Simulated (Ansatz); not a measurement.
## A rate constant, worked out

An elementary step of Si2H6O, closed shell (Si₂H₆O ([OH][SiH2][SiH3]) → Si₂H₄ ([SiH][SiH3]) + H₂O (still joined by a long Si–O bond); Si–O, Si–H broken or loosened, O–H formed or tightened). The start structure is the reactant molecule, and the electronic barrier above it is 3.455 eV by CCSD(T) at an estimated basis limit (MP2 extrapolated from triple and quadruple zeta, plus CCSD(T) − MP2 in triple zeta). Computed with Ansatz 0.2.0 (basis: def2-TZVPP and def2-QZVPP); correlated methods freeze the cores. Extrapolation: Hartree–Fock as exp(−7.88 √X), correlation as X^−2.97. Harmonic wavenumbers at PBE0-D4/def2-TZVP (Ansatz 0.2.0), in cm⁻¹:

Start: 102, 162, 195, 360, 418, 513, 614, 732, 779, 854, 862, 933, 934, 955, 968, 2185, 2186, 2215, 2225, 2231, 3916.

Saddle: 1520i, 93, 128, 288, 397, 447, 489, 530, 633, 712, 831, 868, 926, 942, 1087, 1912, 2135, 2198, 2212, 2226, 3805.

Question: Work out the transition-state-theory rate constant at 500 K from these numbers alone (harmonic vibrations; rotation, path degeneracy and anharmonicity left out), and the Wigner tunnelling factor. Use 1 cm⁻¹ = 1.2398 × 10⁻⁴ eV and k_B = 8.617 × 10⁻⁵ eV/K.

Answer: Zero-point energies, half the sums: start 24339/2 cm⁻¹ = 1.5088 eV; saddle, real modes only, 22859/2 cm⁻¹ = 1.4171 eV.
Barrier with zero-point energy: 3.455 + 1.4171 − 1.5088 = 3.3633 eV.
k_BT = 0.04309 eV, so the barrier is 78.06 k_BT.
Vibrational partition functions from the zero-point level, ln q = −Σ ln(1 − exp(−hν/k_BT)): start 5.143, saddle 5.127.
k = (k_BT/h) exp(ln q‡ − ln q) exp(−E0/k_BT), with log₁₀(k_BT/h in s⁻¹) = 13.02: log₁₀ k = 13.02 + (-0.016 − 78.06)/2.3026 = -20.89, so k ≈ 1 × 10^(-21) s⁻¹.
Wigner factor: 1 + (hν‡/k_BT)²/24 = 1 + (4.37)²/24 = 1.80, too large for this simple formula to be trusted. A change of 1 kcal/mol (0.043 eV) in the barrier would change k by a factor of 2.7 at this temperature.

T1 diagnostic: at most 0.016. The restricted Hartree–Fock reference is unstable towards an unrestricted one at one or more of these structures.

Losses and insertions of silylenes and their heavier kin drive the gas-phase chemistry of silicon and germanium vapour deposition.

Labels in which every atom is bracketed show which atoms are joined, not bond orders.

For scale, one of the runs: CCSD(T)/def2-TZVPP, 199 basis functions, launched by `ansatz run in.yaml --threads 2 --pin off --events-out ev --progress --plain --max-ram 4352MiB`. Hardware: 2 CPU threads of an Intel Xeon 6975P-C, shared host. Wall time 25 s; peak host memory 2.4 GiB.
